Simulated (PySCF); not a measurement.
# AlP at CAM-B3LYP

Level: CAM-B3LYP. basis Al x2c-SVPall, P x2c-SVPall; spin-free X2C with a Gaussian nucleus; PySCF 2.14.

| Property | Result |
| --- | --- |
| state | ³Σ⁻ (triplet), unpaired electrons π ↑↑ |
| bond length | 2.414 Å |
| harmonic wavenumber | 382 cm⁻¹ |
| force constant | 1.24 mdyn/Å |
| rotational constant Be | 0.2007 cm⁻¹ |
| anharmonicity ωexe | 1.63 cm⁻¹ |
| vibration–rotation constant αe | 0.00126 cm⁻¹ |
| well depth De to Al + P | 2.17 eV |
| dissociation energy D0 | 2.14 eV |
| bond order (Mayer) | 1.09 |
| dipole moment (positive dipole means Al(−)P(+)) | -0.81 D |

The state is the lowest determinant that a PBE0 search found; another state may lie lower at other levels.
